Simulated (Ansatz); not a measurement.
The input, for Ansatz 0.2.0:

```yaml
crystal:
  periodic: [false, false, false]
  atoms:
    - {symbol: O, position_ang: [-1.956189, 0.017219, 0.000000]}
    - {symbol: H, position_ang: [-2.205499, 0.943795, 0.000000]}
    - {symbol: H, position_ang: [-0.902189, 0.017219, 0.000000]}
    - {symbol: Si, position_ang: [1.102811, 0.017219, 0.000000]}
    - {symbol: H, position_ang: [1.714991, -0.857065, 1.090012]}
    - {symbol: H, position_ang: [1.714991, -0.857065, -1.090012]}
basis:
  gaussian: {orbitals: cc-pVDZ}
magnetization: {spin_polarized: true, initial_magnetization: 0}
hamiltonian: {xc: {name: revPBE}}
```

```sh
$ ansatz run in.yaml --threads 1 --pin off --events-out ev --progress --plain --max-ram 2393MiB
```

The program prints:

```
605 factors; their error is unknown
mean field evaluation 1: about -9979.4244 eV, gradient 3.7e1 eV
mean field evaluation 2: about -9910.0344 eV, gradient 1.0e2 eV
mean field evaluation 4: about -9984.5621 eV, gradient 5.2e0 eV
mean field evaluation 8: about -9984.8638 eV, gradient 1.0e-1 eV
mean field evaluation 16: about -9984.8432 eV, gradient 9.8e-6 eV
mean field evaluation 32: about -9981.9702 eV, gradient 1.5e0 eV
mean field -9984.84315753 eV, -366.9362180694 hartree, gradient 1.0e-5 eV, S^2 0.000000; 4 other end points of the search recorded, 0 dependent functions left out
reference -9984.84319580 eV, -366.9362194760 hartree; 13, 13 occupied and 39, 39 virtual orbitals, 605 factors
Total energy: -9984.84319580 eV, -366.9362194760 hartree
```

Ran on 1 thread of Arm Neoverse V2, shared host: 3.1 s wall, 0.1 GiB peak host memory.
